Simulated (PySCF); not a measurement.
Gas-phase reaction: 4 CH3SiH3 + Si = 2 (CH3)2Si + 3 SiH4

Method: PySCF energies plus ideal-gas RRHO corrections (1 bar). † marks an energy on the PBE0/def2-TZVP geometry and frequencies; other levels use their own. Open shells (unrestricted): Si (multiplicity 3); the rest are closed-shell singlets. Spin-orbit splitting is ignored; it lowers the true energy and changes the entropy of Si. (CH3)2Si: computed as isolated molecules; such fragments, hydroxides, amides, oligomers or adducts are transient or little studied in the gas.

PBE0/def2-TZVP gives ΔH°(298 K) = 53 kJ.

**Question.** What do PBE/def2-SVP, BLYP/def2-TZVP†, ωB97M-V/def2-TZVP† give?

**Answer.** PBE/def2-SVP: 33 kJ; BLYP/def2-TZVP†: 21 kJ; ωB97M-V/def2-TZVP†: 25 kJ. For scale, ΔH°(298 K) is 53 kJ at this level, 25 kJ at ωB97M-V/def2-TZVP†, and runs from -96 to 140 kJ over the 20 levels computed († marks an energy on the PBE0/def2-TZVP geometry).
